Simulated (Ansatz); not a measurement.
# A ladder of methods for Cl2 (SMILES ClCl)

The species is Cl2 (2 atoms), meant as a singlet with charge 0. As SMILES, `ClCl`. Geometry: optimised at PBE0/def2-SVP.

```xyz
2

Cl    0.8640   -0.2877    0.4430
Cl   -0.8640    0.2877   -0.4430
```

Quantity: the adiabatic ionisation energy (to the doublet cation, shapes relaxed at PBE0/def2-SVP, no zero-point term), in eV. The values are calculated.

```
               level                    kind  program  value (eV)  less CCSD(T)/def2-TZVPP  CPU time (all runs)
       HF/def2-TZVPP            Hartree–Fock   Ansatz       10.87                    -0.47                1.8 s
    SVWN5/def2-TZVPP                     LDA   Ansatz       11.25                    -0.09                1.2 s
     BLYP/def2-TZVPP                     GGA   Ansatz       11.02                    -0.32                1.8 s
      PBE/def2-TZVPP                     GGA   Ansatz       11.10                    -0.24                1.8 s
  PBE0-D4/def2-TZVPP           global hybrid   Ansatz       11.31                    -0.03                1.9 s
CAM-B3LYP/def2-TZVPP  range-separated hybrid   Ansatz       11.43                    +0.09                2.2 s
  wB97M-V/def2-TZVPP  range-separated hybrid   Ansatz       11.38                    +0.04                6.5 s
  CCSD(T)/def2-TZVPP   coupled cluster or CI   Ansatz       11.34                     0.00                4.1 s
```

Differences are taken from CCSD(T)/def2-TZVPP for orientation; it has basis-set and higher-order errors of its own. The values span 10.87 to 11.43 eV. In so small a basis fixed costs decide the times, and correlated methods can beat functionals. CPU times are rough (shared hosts, several kinds of processor and program).
